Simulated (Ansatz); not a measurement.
**AlNHO (doublet): geometry optimisation**

Aim: relax a generated start of AlNHO (doublet) and see which bonds hold.

Program: Ansatz 0.2.0, Gaussian basis. Level of theory: UKS PBE0/def2-TZVP. These are calculated values, not measurements.

## 1. Where the work starts

4 atoms, charge 0, spin multiplicity 2.

Atoms are counted from 1 here; the program's logs count them from 0.

Bond lengths: Al1–N2 1.801 Å, Al1–O3 1.709 Å, N2–O3 1.468 Å, N2–H4 1.013 Å. Angles: N2–Al1–O3 49.3°, Al1–N2–O3 62.1°, Al1–N2–H4 144.9°, O3–N2–H4 105.2°, Al1–O3–N2 68.6°.

Geometry (Å):

```
Al   -0.7515   -0.4296   -0.0383
N     0.2990    1.0175    0.1780
O     0.9504   -0.2735   -0.0724
H     0.8740    1.7026   -0.2973
```

The start was built by rule and, where that kept it together, relaxed with GFN2-xTB. Sticks and bond lists go by distance. 

## 2. Relaxation

in.yaml

```yaml
crystal:
  periodic: [false, false, false]
  atoms:
    - {symbol: Al, position_ang: [-0.751462, -0.429623, -0.038348]}
    - {symbol: N, position_ang: [0.299050, 1.017493, 0.178018]}
    - {symbol: O, position_ang: [0.950408, -0.273504, -0.072449]}
    - {symbol: H, position_ang: [0.874008, 1.702552, -0.297264]}
basis:
  gaussian: {orbitals: def2-TZVP}
magnetization: {spin_polarized: true, initial_magnetization: 1}
hamiltonian: {xc: pbe0}
relax: {f_tol: 0.004, max_steps: 80}
```

Launch:

```console
> ansatz run in.yaml --threads 1 --pin off --events-out ev --progress --plain --max-ram 2176MiB
```

Before running it: what results should come out? Wanted: energy gained; shift from the start; total energy; dipole moment; ⟨S²⟩.

The runs gave:

```
                  quantity           value
                     steps               9
             energy gained        0.787 eV
shift from the start (rms)         0.195 Å
              total energy  -10143.1094 eV
             dipole moment          1.60 D
                      ⟨S²⟩           0.758
```

**Reading.** The bonds of the start are those of the end. Al1–O3 went from 1.709 to 1.921 Å. No vibrations were run, so this is a stationary point, not a proven minimum, and this spin need not be the ground state's.
